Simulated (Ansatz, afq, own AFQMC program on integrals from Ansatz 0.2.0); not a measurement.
# AlSiH₄, doublet: AFQMC among the cluster methods

```yaml
atoms:
  - { symbol: Si, position_ang: [0.0000, 0.0559, 1.3137] }
  - { symbol: Al, position_ang: [0.0000, -0.1148, -1.4899] }
  - { symbol: H, position_ang: [0.0000, 1.6221, 1.9542] }
  - { symbol: H, position_ang: [1.3596, -0.7471, 1.9211] }
  - { symbol: H, position_ang: [-1.3596, -0.7471, 1.9211] }
  - { symbol: H, position_ang: [0.0000, 1.3863, -2.5183] }
```

Connectivity, by distances: SiH3–AlH.

Basis 6-31G. Noble-gas cores (and the filled d shells of Ga–Kr and In–Xe) are frozen. AFQMC by an in-house program on the Cholesky factors that Ansatz 0.2.0 writes for its CCSD(T) run. The CISD trial takes its coefficients from CCSD amplitudes. Released means that phaseless walkers are propagated on without the constraint, phases kept. Free AFQMC starts from the CCSD state and is never constrained. Its projection time is finite, and what remains of the start isn't in its error. ± is one standard error of the sampling.

Determinant: UHF, the one that the program's search chose, which needn't be the lowest solution. The geometry is a point of a scan.

No full CI on the walks' own integrals is used here; CCSDT(Q) serves as the reference and is uncertain by about the last step of the cluster series.

```
T1 diagnostic                               : 0.0158
weight of the determinant in the CISD state : 0.877
⟨S²⟩ of the determinant                     : 0.767
size of the correlated space                : 11 electrons in 24 orbitals
```

Reference: CCSDT(Q), correlation energy -3.598 eV. The released energy is read at 2.40 1/Eh (meV from the phaseless value at times in 1/Eh: -8 ± 8 at 0.24, -9 ± 6 at 0.51, -7 ± 6 at 0.99, -5 ± 7 at 1.62, -11 ± 5 at 2.40).

```
         level  E − E(reference) (kJ/mol)  share of correlation (%)
            HF                      347.2                      0.00
           MP2                      111.2                     67.97
          CCSD                        9.8                     97.19
       CCSD(T)                        3.1                     99.12
         CCSDT                        0.3                     99.90
   ph-AFQMC/HF                  3.0 ± 4.0                     99.15
 ph-AFQMC/CISD                  1.3 ± 0.7                     99.63
released AFQMC                  0.2 ± 0.5                     99.94
    free AFQMC                  1.0 ± 0.5                     99.72
```

Free projections are given only where their last times agree within the noise and don't stop above the reference; a slow remainder of the start can still hide under it. A walk keeps the symmetry of its determinant, which the program's search chose and which needn't be the lowest solution, so a lower state of the same spin and another symmetry isn't excluded. Released energies are given only where the last usable release times agree within the noise; a slower fall can still hide under it.
